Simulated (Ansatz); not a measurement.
# Worked example: the interaction energy

The pair of NH4⁺ (SMILES [NH4+], atoms 1–5) and HCN (SMILES C#N, atoms 6–8), both closed shells, in one local arrangement (a lower one may exist), relaxed at PBE0-D4/def2-TZVP:

N1  (0.098, -0.060, -1.454)
H2  (1.025, 0.244, -1.752)
H3  (-0.604, 0.549, -1.875)
H4  (0.027, -0.016, -0.395)
H5  (-0.056, -1.017, -1.773)
C6  (-0.165, 0.101, 2.439)
N7  (-0.088, 0.054, 1.301)
H8  (-0.237, 0.145, 3.509)
(Å)

Both fragments are computed in the basis of the whole pair.

Computed with Ansatz 0.2.0 (basis: def2-TZVPPD and def2-QZVPPD); correlated methods freeze the cores.

Energies in eV:

| quantity | pair | first fragment | second fragment |
| --- | --- | --- | --- |
| Hartree–Fock, triple zeta (X = 3) | -4068.35466 | -1539.19076 | -2528.29375 |
| Hartree–Fock, quadruple zeta (X = 4) | -4068.52524 | -1539.26102 | -2528.39370 |
| MP2 correlation, X = 3 | -15.71228 | -6.25130 | -9.35117 |
| MP2 correlation, X = 4 | -16.70250 | -6.65133 | -9.92983 |
| CCSD(T) correlation, X = 3 | -16.89867 | -6.85089 | -9.95988 |

(1) Work out the interaction energy at the basis limit: extrapolate Hartree–Fock as E(X) = E∞ + A exp(−7.88 √X) and the MP2 correlation as E(X) = E∞ + B X^−2.97 (the exponents that Neese and Valeev fitted for def2-TZVPP and QZVPP, reused here for the diffuse sets), then add CCSD(T) − MP2 in triple zeta.

T1 diagnostic: at most 0.015.

Answers

(1) Each step is linear, so take the differences first (pair − first fragment − second fragment): Hartree–Fock -0.87015 (X = 3) and -0.87052 (X = 4); MP2 correlation -0.10981 and -0.12134; CCSD(T) correlation -0.08790.
Two points give E∞ = E(4) + w [E(4) − E(3)], with w = 1/(exp(7.88 (2 − √3)) − 1) = 0.1377 for Hartree–Fock and w = 1/((4/3)^2.97 − 1) = 0.7407 for the correlation.
Hartree–Fock: -0.87052 + 0.1377 × (-0.00037) = -0.8706 eV.
MP2 correlation: -0.12134 + 0.7407 × (-0.01153) = -0.1299 eV.
CCSD(T) − MP2: -0.08790 − (-0.10981) = 0.0219 eV.
Sum: -0.8706 + (-0.1299) + 0.0219 = -0.9786 eV, or -22.57 kcal/mol. Plain CCSD(T) in triple zeta gives -0.9580 eV, so the larger basis shifts the result by -0.0206 eV.

For scale, one of the runs: CCSD(T)/def2-TZVPPD, 196 basis functions, launched by `ansatz run in.yaml --threads 2 --pin off --events-out ev --progress --plain --max-ram 5222MiB`. The run took 39 s on 2 CPU threads of an Arm Neoverse V1 (shared host), with 2.3 GiB of host memory at its peak.
